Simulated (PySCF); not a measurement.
C2H3F3.
Atom-mapped SMILES: `[CH3:1][C:2]([F:3])([F:4])[F:5]` (hydrogens: H6, H7, H8 on C1)

The calculation used PBE0-D3(BJ)/def2-TZVP geometry optimisation, gas phase in PySCF 2.14.0.

**Question.** What internal coordinates does the optimisation give?

**Answer.** 
```json
{"bond": "C1–C2", "length (pm)": "149.7"}
{"bond": "C2–F3, C2–F4, C2–F5", "length (pm)": "134.1"}
{"bond": "C1–H6, C1–H7, C1–H8", "length (pm)": "108.9"}
```

Bonds in one row agree within 1 pm and their mean is given. A selection of angles:
```json
{"angle": "C2–C1–H6", "degrees": "109.3"}
{"angle": "H6–C1–H7", "degrees": "109.5"}
{"angle": "C1–C2–F3", "degrees": "111.8"}
{"angle": "F3–C2–F4", "degrees": "107.1"}
```

All 3 C–F bonds measure 1.341 to 1.342 Å.

Point group: C3v (every atom within 0.08 Å of its image). Not checked by PBE0-D3(BJ)/def2-TZVP frequencies.
